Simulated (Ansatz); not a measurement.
**Worked example: building the atomization energy of HF, singlet**

Measured: the G2/97 heats of formation, with zero-point and thermal terms from B3LYP taken off, give an electronic atomization energy of 141.0 kcal/mol (Curtiss et al., J. Chem. Phys. 106, 1063 (1997); Staroverov et al., J. Chem. Phys. 119, 12129 (2003)). The calculation below tries to reproduce it.

Geometry (MP2(full)/6-31G*, from the G2/97 set):

```xyz
2

F     0.0000    0.0000    0.0000
H     0.0000    0.0000    0.9339
```

Atomization energies (atoms less molecule, kcal/mol) from Ansatz 0.2.0, frozen cores, restricted molecule, unrestricted atoms (their steps beyond CCSDT(Q) from restricted open-shell runs), sets cc-pVDZ, cc-pVTZ, cc-pVQZ:

```
   level      DZ      TZ      QZ
      HF   90.33   95.12   95.91
 CCSD(T)  126.19  136.73  139.71
   CCSDT  126.20  136.63  139.58
CCSDT(Q)  126.40  136.75  139.70
  CCSDTQ  126.38       –       –
 full CI  126.39       –       –
```

Question: Extrapolate Hartree–Fock with exp(−5.46 √X) and the CCSD(T) correlation part with X⁻³ (X = 3, 4), add each higher step from the largest set that has it, and compare with the measured value.

Answer: Hartree–Fock: 95.91 + (95.91 − 95.12) × 0.301 = 96.15.
Correlation: TZ 41.61, QZ 43.80; (64 × 43.80 − 27 × 41.61) / 37 = 45.40.
Full triples (QZ): 139.58 − 139.71 = -0.13.
(Q) (QZ): 139.70 − 139.58 = 0.12.
Full quadruples (DZ): 126.38 − 126.40 = -0.02.
Full CI (DZ): 126.39 − 126.38 = 0.01.
Sum: 141.5 kcal/mol, 0.5 above the measured 141.0.

The steps beyond CCSD(T) add -0.02 kcal/mol, while going from QZ to the limit adds 1.84. Core correlation, scalar relativity, spin–orbit terms and the relaxation from this MP2 geometry are missing from the sum, and the measured value has its own uncertainty.
